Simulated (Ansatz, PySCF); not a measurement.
CH₄O, SMILES CO. Atoms are numbered in the order given.

```xyz
6

C     -0.0217    -0.6599     0.0000
O      0.1233     0.7534     0.0000
H     -0.5465    -1.0220     0.8912
H      0.9834    -1.0794     0.0000
H     -0.5465    -1.0220    -0.8912
H     -0.7516     1.1536     0.0000
```
Charge 0, spin multiplicity 1.

Geometry: B3LYP-D3(BJ)/def2-TZVP.

Two levels are set side by side: PBE-D3(BJ)/def2-TZVP (Ansatz, a quantum-chemistry and plane-wave program) and B3LYP-D3(BJ)/def2-TZVP (Ansatz). Each level has its own optimised geometry; the coordinates shown are those of the second. Frequencies come from the Hessian of PySCF at each geometry. Differences are taken from unrounded values.

| quantity | B3LYP-D3(BJ) |
|---|---|
| mean bond length (Å) | 1.133 |
| bond C1–O2 (Å) | 1.421 |
| bond C1–H3 (Å) | 1.096 |
| bond C1–H4 (Å) | 1.089 |
| bond C1–H5 (Å) | 1.096 |
| bond O2–H6 (Å) | 0.962 |
| highest harmonic wavenumber (cm⁻¹) | 3813 |
| mean harmonic wavenumber (cm⁻¹) | 1867 |
| zero-point energy (kcal/mol) | 32.03 |

Task: What does PBE-D3(BJ) give, and how far is it from B3LYP-D3(BJ)? (Estimate from the structure and the level; the computed values follow.)

Result: 
```tsv
quantity	PBE-D3(BJ)	PBE-D3(BJ) minus B3LYP-D3(BJ)
mean bond length (Å)	1.141	0.008
bond C1–O2 (Å)	1.426	0.005
bond C1–H3 (Å)	1.105	0.009
bond C1–H4 (Å)	1.098	0.009
bond C1–H5 (Å)	1.105	0.009
bond O2–H6 (Å)	0.971	0.009
highest harmonic wavenumber (cm⁻¹)	3710	-102
mean harmonic wavenumber (cm⁻¹)	1816	-51
zero-point energy (kcal/mol)	31.15	-0.88
```

Exact exchange shortens and stiffens bonds; PBE has none. Differences between two approximate levels are no errors against the true value.
